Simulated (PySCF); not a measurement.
**State search for NO⁺**

Unrestricted PBE0; basis N def2-TZVPPD, O def2-TZVPPD; no relativity; PySCF 2.14. Outer shells of the fragments: N 2s2 2p3; O+ 2s2 2p3.

Followed along the bond (rough minima from three points):

```json
{"2Ms+1": "1", "unpaired": "none", "⟨S²⟩ at the start": "0.00", "R at minimum (Å)": "1.06", "Te (eV)": "0.00"}
{"2Ms+1": "3", "unpaired": "π ↑↑", "⟨S²⟩ at the start": "2.01", "R at minimum (Å)": "1.27", "Te (eV)": "6.60"}
{"2Ms+1": "5", "unpaired": "π ↑↑↑↑", "⟨S²⟩ at the start": "6.02", "R at minimum (Å)": "none in the scan", "Te (eV)": "≤ 9.14"}
```

Solutions found at the starting distance of 1.355 Å, counted from the lowest of them; the search is not exhaustive and high or unbound solutions are not listed, so other states can lie among these:

```tsv
2Ms+1	unpaired	term	E (eV)	⟨S²⟩	⟨Lz²⟩	μ (D)
1	none	¹Σ⁺	0.00	0.00	0.00	-1.04
3	π ↑↑	mixed	2.81	2.01	2.01	-0.50
3	π ↑↑	mixed	3.78	2.01	2.00	-0.74
1	π ↑↓	mixed	4.04	1.01	2.01	-0.84
3	σ ↑, π ↑	³Π	4.28	2.25	1.01	-1.48
5	π ↑↑↑↑	⁵Σ⁺	5.98	6.02	0.00	1.07
5	σ ↑, π ↑↑↑	⁵Π	6.20	6.01	1.00	-1.13
```

A term symbol is given only where ⟨S²⟩ and ⟨Lz²⟩ are close to those of a pure state; real π, δ and φ orbitals otherwise mix terms. A positive dipole points towards O; it is taken about the centre of mass and depends on that origin.

Task: Compare the gap between the two lowest followed solutions at the starting distance with the gap between their minima.

Result: At PBE0 the second solution (triplet, unpaired electrons π ↑↑) lies +2.81 eV from the first (singlet, closed shell) at 1.355 Å and +6.60 eV at the minima; the two curves relax by different amounts, since their minima lie near 1.27 and 1.06 Å.

The measured ground state is X ¹Σ+ (Huber and Herzberg, Constants of Diatomic Molecules (1979)).

Counting both spins, an empty level lies below a filled one in some of these solutions, because spin and occupation are held.
